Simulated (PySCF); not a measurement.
Dipole moment and polarisability of `NN[SiH3]`

Compound: H₆N₂Si.
Geometry (GFN2-xTB, Å), atoms numbered from 1 in this order:
```
atom  x, y, z in Å
N1    -1.6048   -0.0953    0.1553
N2    -0.2888   -0.5043    0.5142
Si3    1.1384    0.1195   -0.2217
H4    -1.7917   -0.4354   -0.7852
H5    -1.6686    0.9227    0.1249
H6    -0.2868   -0.8060    1.4774
H7     2.2186   -0.5995    0.4387
H8     1.2924    1.5774   -0.0770
H9     1.0049   -0.1732   -1.6518
```

Level: B3LYP/def2-SVPD (PySCF), static field, nuclei fixed, core orbitals frozen in the response. The polarisability tensor in these axes (au):

```
x   53.50  0.26  0.29
y    0.26 43.62 -1.33
z    0.29 -1.33 43.74
```

Question: Give the principal values, the mean and the anisotropy Δα = √{½[(α1 − α2)² + (α2 − α3)² + (α1 − α3)²]}.

Answer: Principal values 42.34, 45.01 and 53.52 au; mean 46.95 au = 6.96 Å³ = 7.74 × 10⁻⁴⁰ C²·m²/J; Δα = 10.11 au (22 % of the mean).

Question: What is the dipole moment, and where does it point?

Answer: (0.29, 0.70, -0.25) D, 0.80 D in size, pointing from the negative to the positive side. Measured along this direction, the outermost atoms are H6 at the negative end and H8 at the positive end.

Question: Traceless (Buckingham) quadrupole moment about the centre of nuclear charge: eigenvalues?

Answer: -5.01, 0.07, 4.95 D·Å. The values depend on the origin, since the dipole doesn't vanish. The electronic extent ⟨r²⟩ about the same centre is 295 bohr², a root-mean-square distance of 1.56 Å for the 34 electrons.

Question: In a dilute gas of rigid molecules at 350 K, how does the orientational term μ²/3kT compare with the electronic polarisability?

Answer: In Gaussian units μ²/3kT = 4.42 Å³ against 6.96 Å³, a ratio of 0.64; the Debye molar polarisation (4π/3)N_A(α + μ²/3kT) is 28.7 cm³/mol, leaving out the vibrational part.

Question: What molar refraction does this α imply?

Answer: Lorentz–Lorenz: R = (4π/3)N_A α = 2.5225 cm³/(mol·Å³) × 6.96 Å³ = 17.6 cm³/mol, in the limit of long wavelengths.

Question: Refractivity n − 1 of an ideal gas of it at 400 K and 1 atm, from the electronic α?

Answer: N = p/kT = 1.8347 × 10¹⁹ cm⁻³, so n − 1 = 2π × N × 6.96 × 10⁻²⁴ cm³ = 802 × 10⁻⁶ at long wavelengths, for an ideal gas.

Geometry: GFN2-xTB, one conformer, isolated molecule.
